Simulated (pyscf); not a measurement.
Four-centre exchange: H₂N–SiH₂–NH–SiH₂–NH₂ + Cl–SiH₂–Cl → H₂N–SiH₂–NH–SiH₂–NH–SiH(Cl)–Cl + H₂

Gas phase, singlet surface, charge 0. Bonds broken: N1–H6, Si16–H18. Bonds formed: N1–Si16, H6–H18. Structures and frequencies: ωB97X-D3(BJ)/def2-SVP in PySCF.

Transition state (Å):

```xyz
19

N      1.0548    -0.2608     1.0493
Si    -0.2796    -1.2435     0.4038
N     -1.4814    -0.0943    -0.0961
Si    -1.2452     1.6012    -0.4385
N     -0.3695     2.3387     0.8837
H      2.1225    -0.4912     1.7161
H      0.6772     0.6472     1.3802
H     -0.8315    -2.1378     1.4580
H      0.2949    -2.0761    -0.6866
H     -2.4185    -0.4503    -0.2665
H     -0.4070     1.8595    -1.6389
H     -2.6166     2.1547    -0.6378
H     -0.8690     2.6481     1.7128
H      0.3784     2.9891     0.6530
Cl     3.3308     2.0372     0.4209
Si     2.5425     0.1400     0.0320
Cl     3.6233    -1.4965    -0.6591
H      3.1779    -0.3102     1.6289
H      1.8884     0.4817    -1.2658
```

One imaginary mode, 1583i cm⁻¹; descent along it reached the two sides named, in the forms told below.

```
bond      change  reactant side (Å)  saddle  product side
--------  ------  -----------------  ------  ------------
N1–H6     breaks              1.020   1.280           3.2
Si16–H18  breaks              1.480   1.777           3.7
N1–Si16    forms              2.252   1.846         1.701
H6–H18     forms                2.7   1.074         0.760
```

Electronic energies relative to the separated reactants (kcal/mol):

| level | barrier | reaction energy | reverse barrier |
|---|---|---|---|
| ωB97X-D3(BJ)/def2-TZVP | 36.0 | -18.0 | 53.9 |
| PBE/def2-TZVP | 34.7 | -11.3 | 46.0 |
| r²SCAN/def2-TZVP | 35.0 | -15.0 | 50.0 |
| B3LYP-D3(BJ)/def2-TZVP | 36.2 | -16.9 | 53.1 |
| PBE0-D3(BJ)/def2-TZVP | 32.9 | -15.3 | 48.2 |
| M06-2X/def2-TZVP | 38.0 | -17.7 | 55.8 |
| ωB97M-D3(BJ)/def2-TZVP | 37.6 | -15.6 | 53.1 |
| HF/def2-TZVP | 64.3 | -7.9 | 72.2 |

With ωB97M-D3(BJ)/def2-TZVP energies and thermal terms (ideal gas, 1 atm, RRHO with modes under 100 cm⁻¹ raised to 100, one conformer, R ln 2 for chiral ones without a mode under 150 cm⁻¹), in kcal/mol:

```
T (K)   ΔH‡   ΔG‡     ΔH     ΔG
-----  ----  ----  -----  -----
298    36.0  50.1  -18.4  -13.8
600    36.0  64.4  -17.0   -9.7
900    36.6  78.4  -15.9   -6.3
1200   37.4  92.2  -15.2   -3.1
```

On the reactant side the descent ends in an adduct with a N–Si contact (not fully relaxed), 5.5 kcal/mol under the separated species and 41.4 kcal/mol under the saddle at ωB97X-D3(BJ)/def2-TZVP. What is counted as formed (N–Si) is already present as a longer contact in the reactant adduct; forming that adduct is a step of its own. At the saddle there is also a short H–Si contact that neither side keeps. One saddle was located; it need not be the lowest between these sides.
